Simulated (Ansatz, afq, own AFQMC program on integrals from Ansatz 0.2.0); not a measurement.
## Where AFQMC and coupled cluster stand for BN, triplet

```json
{"atom": "B", "x (Å)": "0.0000", "y (Å)": "0.0000", "z (Å)": "0.0000"}
{"atom": "N", "x (Å)": "0.0000", "y (Å)": "0.0000", "z (Å)": "1.0760"}
```

Basis 6-31G. Only valence electrons are correlated. AFQMC by an in-house program on the Cholesky factors that Ansatz 0.2.0 writes for its CCSD(T) run. ph-AFQMC/CISD is guided by a CISD state made of CCSD amplitudes; releasing the constraint for a short imaginary time cuts its bias at the price of noise, slowly where states lie close. ± is one standard error of the sampling.

Determinant: UHF, the one that the program's search chose, which needn't be the lowest solution. The geometry is a point of a scan.

Full CI on the same integrals is exact in this basis and with this determinant's frozen core.

Cautions: lower spins were not checked; the released energies have errors that jump between times, so the bars are unsure, so no released level is given (meV from the phaseless value at times in 1/Eh: -6.3 ± 2.2 at 0.24, -9959 ± 9952 at 0.51, -12.1 ± 1.5 at 0.99, -7 ± 7 at 1.62, -18 ± 3 at 2.40), though the last usable value meets full CI within the noise.

- T1 diagnostic: 0.0178
- weight of the determinant in the CISD state: 0.918
- ⟨S²⟩ of the determinant: 2.002
- size of the correlated space: 8 electrons in 16 orbitals

```tsv
level	correlation energy (eV)
MP2	-3.1772
CCSD	-3.6139
CCSD(T)	-3.7196
```

Task: Estimate where full CI lies against CCSD(T) on the same integrals.

Result: 2.5 kJ/mol below CCSD(T).

Reference: full CI, correlation energy -3.746 eV.

| level | E − E(reference) (kJ/mol) | share of correlation (%) |
| --- | --- | --- |
| CCSD(T) | 2.5 | 99.29 |
| CCSDT | 0.5 | 99.86 |
| CCSDT(Q) | -0.2 | 100.05 |
| CCSDTQ | 0.1 | 99.99 |
| ph-AFQMC/CISD | 2.0 ± 0.3 | 99.44 |

CCSDT and higher add their correlation energy to the determinant of the CCSD(T) run, since their own runs factorise the integrals more tightly (a shift of under 2 meV). A walk keeps the symmetry of its determinant, which the program's search chose and which needn't be the lowest solution, so a lower state of the same spin and another symmetry isn't excluded.
